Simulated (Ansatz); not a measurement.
# Phonon frequency of some sulfides, selenides and tellurides, all zinc-blende

Method: r²SCANh in Ansatz (PAW). References are measured values at room or unstated temperature, uncorrected unless marked, so that the deviations hold thermal and zero-point effects besides the level's error. The table is a random draw of 8 from 15 values with such references.

Values in cm⁻¹.

```csv
solid,reference,r²SCANh,deviation (%)
zinc-blende ZnS (L TO),289,291,+0.7
zinc-blende ZnS (L LO),337,341,+1.2
zinc-blende ZnS (L LA),195,199,+2.1
zinc-blende ZnS (L TA),70,73,+4.3
zinc-blende ZnSe (L TA),60,56,-6.7
zinc-blende ZnS (X TO),316,311,-1.6
zinc-blende ZnSe (L LO),215 (215–236),215,0.0
zinc-blende ZnS (X TA),90,94,+4.4
```

Over these 8 values the mean deviation is +0.6 %, the mean absolute deviation 2.6 % (median 1.8 %), and the worst case zinc-blende ZnSe (L TA) at -6.7 %; the value is above the reference in 5 of 8 cases. Over all 15, from unrounded values, the mean deviation is +0.9 % and the mean absolute deviation 2.8 % (median 2.8 %).

Brackets give the range of the sources taken for a reference, where it is wide; it can hold other temperatures.

Differences are worked out from the printed values.

Each level is taken at its own relaxed cell. Ansatz's density-functional and Hartree–Fock values are scalar-relativistic unless marked +SOC, with PAW data made under PBE.

Ansatz's runs of these crystals have no spin polarisation.

Not in this set, of the sulfides, selenides and tellurides with a reference value in our tables and a result at some level: 1 for no value at r²SCANh (not run, a failed fit, an unstable or unbound cell, or a value held back for tests). These can be a level's best or worst cases. At least 8 more with a reference value are held back for tests. Solids without a released value at any level aren't counted. Layered and molecular crystals are counted apart.

References as tabulated in Vagelatos et al., J. Chem. Phys. (1974); Talwar et al. (2016), doi:10.1080/14686996.2016.1222495.

Ansatz is a program for electronic structure.
